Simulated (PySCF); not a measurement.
# B2PLYP/6-31G(d) (spherical functions) run of HF (hydrogen fluoride)

What is the vertical singlet–triplet gap of HF (hydrogen fluoride) at B2PLYP/6-31G* (spherical functions)? 

Program for the calculation: PySCF 2.14.0.

6 further runs of the same task are left out: 6 set aside as unsound or not needed.

**1. Starting point**

HF: 2 atoms, total charge 0, spin state singlet. As SMILES, `F`. Geometry: relaxed at PBE0-D4/def2-TZVP.

Bond lengths: F1–H2 0.920 Å.

**2. The energy at B2PLYP/6-31G(d) (spherical functions)**

Contents of run.py:

```python
from pyscf import gto, dft, mp

system = gto.Mole()
system.atom = '''
F     -0.736993     0.273254    -0.371142
H      0.736993    -0.273254     0.371142
'''
system.unit = 'bohr'
system.max_memory = 1860
system.verbose = 4
system.spin = 0
system.basis = '6-31g*'
system.build()

mf = dft.RKS(system)
mf.xc = '0.53*HF + 0.47*B88, 0.73*LYP'
mf.conv_tol = 1e-10
mf.grids.level = 5
mf.kernel()
if not mf.converged:
    mf = mf.newton().run(mf.mo_coeff, mf.mo_occ)

pt = mp.MP2(mf, frozen=1).run()
e_tot = mf.e_tot + 0.27 * pt.e_corr
print('PT2 part  %.8f' % (0.27 * pt.e_corr))
print('Final energy', e_tot)
```

Launch:

```bash
OMP_NUM_THREADS=1 python run.py
```

The program printed:

```text
PySCF version 2.14.0

[INPUT] num. atoms = 2
[INPUT] num. electrons = 10
[INPUT] charge = 0
[INPUT] spin (= nelec alpha-beta = 2S) = 0
[INPUT] symmetry False subgroup None
[INPUT] Mole.unit = bohr
[INPUT] Symbol           X                Y                Z      unit          X                Y                Z       unit  Magmom
[INPUT]  1 F     -0.389999900208   0.144599789593  -0.196399888415 AA   -0.736993000000   0.273254000000  -0.371142000000 Bohr   0.0
[INPUT]  2 H      0.389999900208  -0.144599789593   0.196399888415 AA    0.736993000000  -0.273254000000   0.371142000000 Bohr   0.0

nuclear repulsion = 5.17695454640978
number of shells = 8
number of NR pGTOs = 31
number of NR cGTOs = 16
basis = 6-31g*
ecp = {}

******** <class 'pyscf.dft.rks.RKS'> ********
method = RKS
initial guess = minao
damping factor = 0
level_shift factor = 0
DIIS = <class 'pyscf.scf.diis.CDIIS'>
diis_start_cycle = 1
diis_space = 8
diis_damp = 0
SCF conv_tol = 1e-10
SCF conv_tol_grad = None
SCF max_cycles = 50
direct_scf = True
direct_scf_tol = 1e-13
XC library pyscf.dft.libxc version 7.0.0
    S. Lehtola, C. Steigemann, M. J.T. Oliveira, and M. A.L. Marques.,  SoftwareX 7, 1–5 (2018)
XC functionals = 0.53*HF + 0.47*B88, 0.73*LYP
    A. D. Becke.,  Phys. Rev. A 38, 3098 (1988)
    C. Lee, W. Yang, and R. G. Parr.,  Phys. Rev. B 37, 785 (1988)
    B. Miehlich, A. Savin, H. Stoll, and H. Preuss.,  Chem. Phys. Lett. 157, 200 (1989)
radial grids:
    Treutler-Ahlrichs [JCP 102, 346 (1995); DOI:10.1063/1.469408] (M4) radial grids

becke partition: Becke, JCP 88, 2547 (1988); DOI:10.1063/1.454033
pruning grids: <function nwchem_prune>
grids dens level: 5
symmetrized grids: False
atomic radii adjust function: <function treutler_atomic_radii_adjust>
small_rho_cutoff = 0
Set gradient conv threshold to 1e-05
Initial guess from minao.
tot grids = 67424
init E= -100.162677640646
  HOMO = -0.575324212353625  LUMO = 0.0777572957713413  gap/eV = 17.77125
cycle= 1 E= -100.240681453808  delta_E= -0.078  |g|= 0.496  |ddm|= 0.839
  HOMO = -0.371782082440617  LUMO = 0.131127850465798  gap/eV = 13.68488
cycle= 2 E= -100.253882826597  delta_E= -0.0132  |g|= 0.445  |ddm|= 0.485
  HOMO = -0.482825237904705  LUMO = 0.122325682553475  gap/eV = 16.46700
cycle= 3 E= -100.282521635396  delta_E= -0.0286  |g|= 0.015  |ddm|= 0.225
  HOMO = -0.480438008073626  LUMO = 0.128941489066687  gap/eV = 16.58206
cycle= 4 E= -100.282568561522  delta_E= -4.69e-05  |g|= 0.00312  |ddm|= 0.00826
  HOMO = -0.481460644861107  LUMO = 0.129175887588468  gap/eV = 16.61627
cycle= 5 E= -100.28257112579  delta_E= -2.56e-06  |g|= 0.000304  |ddm|= 0.00261
  HOMO = -0.481548776766167  LUMO = 0.129163523642592  gap/eV = 16.61833
cycle= 6 E= -100.28257115655  delta_E= -3.08e-08  |g|= 2.45e-05  |ddm|= 0.00035
  HOMO = -0.481556647923121  LUMO = 0.129165005311461  gap/eV = 16.61858
cycle= 7 E= -100.282571156734  delta_E= -1.84e-10  |g|= 2.22e-06  |ddm|= 2.87e-05
  HOMO = -0.481557323638213  LUMO = 0.129165105187548  gap/eV = 16.61860
cycle= 8 E= -100.282571156735  delta_E= -1.19e-12  |g|= 9.05e-08  |ddm|= 1.97e-06
  HOMO = -0.481557347577363  LUMO = 0.129165106299525  gap/eV = 16.61860
Extra cycle  E= -100.282571156736  delta_E= -1.56e-13  |g|= 2.39e-08  |ddm|= 9.06e-08
converged SCF energy = -100.282571156736

******** <class 'pyscf.mp.mp2.RMP2'> ********
nocc = 4, nmo = 15
frozen orbitals 1
E(RMP2) = -100.492617974258  E_corr = -0.21004681752282
E(SCS-RMP2) = -100.4855825968  E_corr = -0.203011440064099
E_corr(same-spin) = -0.0565900857268671
E_corr(oppo-spin) = -0.153456731795953
PT2 part  -0.05671264
Final energy -100.33928379746675
```

Run time: 1.4 s. Hardware: 1 thread of Arm Neoverse V1, shared host; peak memory 0.16 GiB.

**3. The triplet at the same level**

Contents of input.py:

```python
from pyscf import gto, dft, mp

molecule = gto.M(
    atom='''
F     -0.736993     0.273254    -0.371142
H      0.736993    -0.273254     0.371142
''',
    unit='bohr',
    basis='6-31g*',
    verbose=3,
    charge=0,
    spin=2,
    max_memory=1860,
)

myscf = dft.UKS(molecule, xc='0.53*HF + 0.47*B88, 0.73*LYP')
myscf.grids.level = 5
myscf.conv_tol = 1e-10
myscf.kernel()
if not myscf.converged:
    myscf = myscf.newton().run(myscf.mo_coeff, myscf.mo_occ)

pt = mp.MP2(myscf, frozen=1).run()
e_tot = myscf.e_tot + 0.27 * pt.e_corr
print('PT2 part  %.8f' % (0.27 * pt.e_corr))
print('E = %.10f Eh' % e_tot)
```

Launch:

```bash
OMP_NUM_THREADS=1 python input.py
```

The program printed:

```text
WARN: HOMO 0.0777572957713386 >= LUMO -0.575324212353625

WARN: HOMO -0.118633135493274 >= LUMO -0.31254341814351

WARN: HOMO -0.10872082067856 >= LUMO -0.245981608891248

WARN: HOMO -0.109264970721575 >= LUMO -0.244281196923804

WARN: HOMO -0.109681470817686 >= LUMO -0.244031942377439

WARN: HOMO -0.109607236571125 >= LUMO -0.243991108395293

WARN: HOMO -0.109610719989204 >= LUMO -0.243989463341741

WARN: HOMO -0.109610145366505 >= LUMO -0.243991604630523

WARN: HOMO -0.109610150853932 >= LUMO -0.243991744446729

converged SCF energy = -99.9139181649787  <S^2> = 2.0020025  2S+1 = 3.0013347
E(UMP2) = -100.061019690672  E_corr = -0.147101525692922
E(SCS-UMP2) = -100.056902341651  E_corr = -0.142984176672385
PT2 part  -0.03971741
E = -99.9536355769 Eh
```

Wall time 1.8 s (1 thread of Arm Neoverse V1, shared host); peak memory 0.17 GiB.

**4. What came out**

At B2PLYP/6-31G* (spherical functions), 1 core orbital frozen:

| quantity | value |
| --- | --- |
| singlet: total energy | -100.33928 Eh |
| singlet: dipole moment (SCF part) | 1.91 D |
| singlet: HOMO energy (SCF part's orbitals) | -13.10 eV |
| singlet: LUMO energy (SCF part's orbitals) | 3.51 eV |
| singlet: HOMO–LUMO gap (SCF part's orbitals) | 16.62 eV |
| triplet: total energy | -99.95364 Eh |
| triplet: dipole moment (SCF part) | 2.25 D |
| triplet: HOMO energy (SCF part's orbitals) (highest over α and β) | -2.98 eV |
| triplet: ⟨S²⟩ | 2.002 |
| vertical energy of the triplet above the singlet | 10.494 eV |

In words: At this shape the triplet lies 10.49 eV (242 kcal/mol) above the singlet.
